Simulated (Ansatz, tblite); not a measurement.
Ladder of methods for the equilibrium lattice constant a of 1T (CdI2-type) PtS₂

Reference value: 3.542 Å (measured, temperature not stated, not corrected to a static lattice; as tabulated in Björkman (2014), arXiv:1406.2436).

What do IPEA1-xTB, LDA, PBE, r²SCAN+rVV10, PBE0 give, and how far is each from the reference?


```json
[
 {"level (code)": "IPEA1-xTB (tblite)", "value (Å)": "3.648", "difference (%)": "+2.99"},
 {"level (code)": "LDA (Ansatz)", "value (Å)": "3.562", "difference (%)": "+0.56"},
 {"level (code)": "PBE (Ansatz)", "value (Å)": "3.577", "difference (%)": "+0.99"},
 {"level (code)": "r²SCAN+rVV10 (Ansatz)", "value (Å)": "3.552", "difference (%)": "+0.28"},
 {"level (code)": "PBE0 (Ansatz)", "value (Å)": "3.525", "difference (%)": "-0.48"}
]
```

Leaving aside IPEA1-xTB (doubt noted below): The reference's temperature isn't stated, so close values are not ranked against it.

The measured value isn't corrected to a static lattice, so vibrations enter the comparison.  Density-functional levels without +SOC have no spin–orbit coupling. IPEA1-xTB: this parameter set was refitted to ionisation energies, not structures. IPEA1-xTB: the run uses a supercell at the zone centre in place of a k mesh. LDA: LDA has no dispersion term either, though it tends to give short spacings of layers, chains or molecules. PBE: for a layered or molecular solid the relaxed cell lies over 5 % above the published volume, where the minimum can be shallow. PBE, PBE0: the cell comes from a level without a dispersion term, which matters for the spacing of layers, chains or molecules. Cutoffs and k meshes differ between the levels. Ansatz's density-functional and Hartree–Fock values are scalar-relativistic unless marked +SOC, with PAW data made under PBE.

Differences are worked out from the printed values.

Ansatz is an electronic-structure program.
